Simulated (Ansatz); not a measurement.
The input, for Ansatz 0.2.0:

```yaml
crystal:
  periodic: [false, false, false]
  atoms:
    - {symbol: B, position_ang: [-0.013544, -1.626603, -0.654627]}
    - {symbol: Ge, position_ang: [-0.014377, 0.068205, 0.816531]}
    - {symbol: Cl, position_ang: [0.033587, 0.356270, -1.473377]}
basis:
  gaussian: {orbitals: 6-31G}
correlation: {method: sc_nevpt2, electrons: valence, active_space: {window: {electrons: 12, orbitals: 7}, states: [{multiplicity: 1, weights: [1, 0.5]}], root: 1}}
scf: {lower_state_search: off}
output: {forces: true}
```

```sh
$ ansatz run in.yaml --threads 1 --pin off --events-out ev --progress --plain --max-ram 2393MiB
```

Output:

```
these checks for a lower state are left out or cut short: stability, starts, cluster_reference, orbital_swaps, neighbouring_geometries, increment
921 factors; integrals over basis functions are off by at most 9.0e-8 eV
mean field evaluation 1: about -69634.0556 eV, gradient 8.5e0 eV
mean field evaluation 2: about -69634.1426 eV, gradient 8.6e0 eV
mean field evaluation 4: about -69634.5583 eV, gradient 1.4e0 eV
mean field evaluation 8: about -69634.5835 eV, gradient 2.4e-3 eV
mean field -69634.58346321 eV, -2559.0237422571 hartree, gradient 1.6e-6 eV, S^2 0.000000; 0 other end points of the search recorded, 0 dependent functions left out
reference -69634.58346321 eV, -2559.0237422571 hartree; 27, 27 occupied and 24, 24 virtual orbitals, 921 factors
state -69634.76502480 eV, -2559.0304145224 hartree
state -69634.35016677 eV, -2559.0151687711 hartree
state -69634.76502480 eV, -2559.0304145224 hartree; corrected -69641.93125658 eV, -2559.2937686828 hartree
state -69634.35016677 eV, -2559.0151687711 hartree; corrected -69641.95827618 eV, -2559.2947616350 hartree
WARN: 2 active orbitals are nearly empty or full. The corrections depend on them more than the energy does, and are more stable in an active space without them
the calculation of the forces begins
WARN: the results are in doubt because close orbitals or states may skew the forces
Total energy: -69641.95827618 eV, -2559.2947616350 hartree
Atom 0 at    -0.013544    -1.626603    -0.654627 Å, force    -0.020187     0.426090     1.424648 eV/Å
Atom 1 at    -0.014377     0.068205     0.816531 Å, force    -0.056595    -1.593122     1.646665 eV/Å
Atom 2 at     0.033587     0.356270    -1.473377 Å, force     0.076782     1.167032    -3.071313 eV/Å
Dipole moment:    -0.005910    -0.069625     0.253423 e Å
In doubt: close orbitals or states may skew the forces
Checks for a lower state left out: stability, starts, cluster_reference, orbital_swaps, neighbouring_geometries, increment
```

The correction changes the order of the states.

Forces (eV/Å):
```
B   -0.020  0.426  1.425
Ge  -0.057 -1.593  1.647
Cl   0.077  1.167 -3.071
```

Ran on 1 thread of Arm Neoverse V1, shared host: 7 s wall, 0.27 GiB peak host memory.
